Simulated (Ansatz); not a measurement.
Results of r²SCAN (Ansatz, a quantum-chemistry and plane-wave program, PAW) for SiB₃ (Imma, No. 74; cell taken from a computed entry).

Run with plane-wave cutoff 560 eV, 8×8×8 k mesh, Fermi–Dirac smearing 0.01 eV, scalar-relativistic PAW data made under PBE.

Cell (relaxed with PBEsol):

Space group Imma (No. 74); a = 8.316 Å, b = 12.534 Å, c = 6.199 Å, α = β = γ = 90.00°

| atom | site | symmetry | x | y | z |
|---|---|---|---|---|---|
| Si | 8i | .m. | 0.2681 | 0.2500 | 0.0633 |
| Si | 8h | m.. | 0.0000 | 0.6541 | 0.0022 |
| B | 8h | m.. | 0.0000 | 0.0741 | 0.7234 |
| B | 16j | 1 | 0.3890 | 0.1125 | 0.0024 |
| B | 16j | 1 | 0.1755 | 0.0015 | 0.6544 |
| B | 8h | m.. | 0.0000 | 0.0692 | 0.2721 |
(The calculation used a cell of 32 atoms; values per cell refer to that cell.)

### Question
Estimate the band gap, smallest direct gap on the k points sampled and direct gap at Γ that the calculation returns.

### Answer

band gap: 1.51 eV (indirect)
smallest direct gap on the k points sampled: 1.56 eV
direct gap at Γ: 1.69 eV

Note: cell and atoms aren't relaxed at this level (largest force component 0.07 eV/Å, pressure 1.4 GPa).

The computed numbers hold no vibrational or temperature effects.
